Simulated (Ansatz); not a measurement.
# CCSD/STO-3G run of H2S2 (SMILES SS)

What is the energy change on altering one bond length of H2S2 at CCSD/STO-3G? 

The calculation is run with Ansatz 0.2.0.

44 further runs of the same task are left out: 10 that didn't finish, 34 set aside as unsound or not needed.

### 1 Starting point

H2S2 has 4 atoms, charge 0, and is taken as a singlet. As SMILES, `SS`. The shape is that of a PBE0-D4/def2-TZVP optimisation.

Bond lengths: S1–S2 2.046 Å, S1–H3 1.347 Å, S2–H4 1.347 Å. Angles: S1–S2–H4 98.6°, S2–S1–H3 98.6°.

### 2 A single-point energy at CCSD/STO-3G

Input file job.yaml:

```yaml
crystal:
  periodic: [false, false, false]
  atoms:
    - {symbol: S, position_ang: [0.784480, -0.789210, 0.166690]}
    - {symbol: S, position_ang: [0.060220, 1.121560, 0.067360]}
    - {symbol: H, position_ang: [-0.225420, -1.352590, 0.856880]}
    - {symbol: H, position_ang: [-0.619290, 1.020250, -1.090950]}
basis:
  gaussian:
    orbitals: STO-3G
correlation:
  method: ccsd
  frozen_orbitals: {H: 0, S: 5}
accuracy: high
scf:
  omitted_lower_state_checks: [cluster_reference, increment]
```

Command:

```sh
ansatz run job.yaml --threads 1 --pin off --max-ram 3480MiB --events-out events.jsonl --progress --plain --runs-dir runs
```

Log, shortened:

```text
Warning: RAYON_NUM_THREADS=1 ignored (pool sized by the plan → 1); use --threads N
Functional definition: HF
  name "HF"
[...]
344 factors; integrals over basis functions are off by at most 1.3e-8 eV
[...]
mean field -21428.70726893 eV, -787.4904672339 hartree, gradient 3.2e-8 eV, S^2 0.000000; 0 other end points of the search recorded, 0 dependent functions left out
10 core orbitals not correlated: weight in the atoms' cores, before any rotation towards them, 1.000 or more for the frozen orbitals, at most 0.000 for the correlated occupied ones
reference -21428.70726893 eV, -787.4904672339 hartree; 7, 7 occupied and 3, 3 virtual orbitals, 344 factors
second order -1.29860871 eV of doubles, -0.00000000 eV of singles
cycle   1  -1.67002084 eV  change   -3.7e-1 eV  update   5.3e-2
[...]
cycle  19  -1.87689061 eV  change  -8.5e-10 eV  update  2.9e-10
Total energy: -21430.58415954 eV, -787.5594416914 hartree
Checks for a lower state left out: cluster_reference, increment
```

It took 0.1 s on 1 thread of Intel Xeon 6975P-C (Granite Rapids), shared host.

### 3 The distorted shape

Input file molecule.yaml:

```yaml
crystal:
  periodic: [false, false, false]
  atoms:
    - {symbol: S, position_ang: [0.965545, -1.266903, 0.191523]}
    - {symbol: S, position_ang: [0.060220, 1.121560, 0.067360]}
    - {symbol: H, position_ang: [-0.044355, -1.830283, 0.881713]}
    - {symbol: H, position_ang: [-0.619290, 1.020250, -1.090950]}
basis:
  gaussian:
    orbitals: STO-3G
scf:
  omitted_lower_state_checks: [cluster_reference, increment]
accuracy: high
correlation:
  method: ccsd
  frozen_orbitals: {H: 0, S: 5}
```

Command:

```sh
ansatz run molecule.yaml --threads 1 --pin off --max-ram 3480MiB --events-out events.jsonl --progress --plain --runs-dir runs
```

Log, shortened:

```text
Warning: RAYON_NUM_THREADS=1 ignored (pool sized by the plan → 1); use --threads N
[... 2 set-up lines as earlier in the session ...]
[...]
328 factors; integrals over basis functions are off by at most 2.0e-8 eV
[...]
mean field -21426.67126274 eV, -787.4156453863 hartree, gradient 1.5e-8 eV, S^2 0.000000; 2 other end points of the search recorded, 0 dependent functions left out; unrestricted orbitals would lower it
10 core orbitals not correlated: weight in the atoms' cores, before any rotation towards them, 1.000 or more for the frozen orbitals, at most 0.000 for the correlated occupied ones
reference -21426.67126274 eV, -787.4156453863 hartree; 7, 7 occupied and 3, 3 virtual orbitals, 328 factors
second order -1.82633004 eV of doubles, -0.00000000 eV of singles
cycle   1  -2.39880404 eV  change   -5.7e-1 eV  update   9.0e-2
[...]
cycle  27  -2.81491081 eV  change   1.3e-10 eV  update  7.5e-10
Total energy: -21429.48617355 eV, -787.5190914506 hartree
Checks for a lower state left out: cluster_reference, increment
```

Wall time 0.1 s (1 thread of Intel Xeon 6975P-C (Granite Rapids), shared host).

### 4 Results

At CCSD/STO-3G, 10 core orbitals frozen:

| quantity | value |
| --- | --- |
| first shape: total energy | -787.55944 Eh |
| first shape: correlation energy (10 core orbitals frozen) | -69.0 mEh |
| first shape: T1 diagnostic | 0.006 |
| distorted shape: total energy | -787.51909 Eh |
| distorted shape: correlation energy (10 core orbitals frozen) | -103.4 mEh |
| distorted shape: T1 diagnostic | 0.010 |
| energy change with the S1–S2 bond stretched from 2.046 to 2.557 Å | 1.098 eV |

With the S1–S2 bond stretched from 2.046 to 2.557 Å the energy rises by 1.10 eV (106 kJ/mol). The first shape isn't relaxed at this level, so the change isn't measured from a minimum. The minimal basis adds a large error of its own. The restricted solution (distorted shape) is unstable to spin breaking: an unrestricted one lies lower.
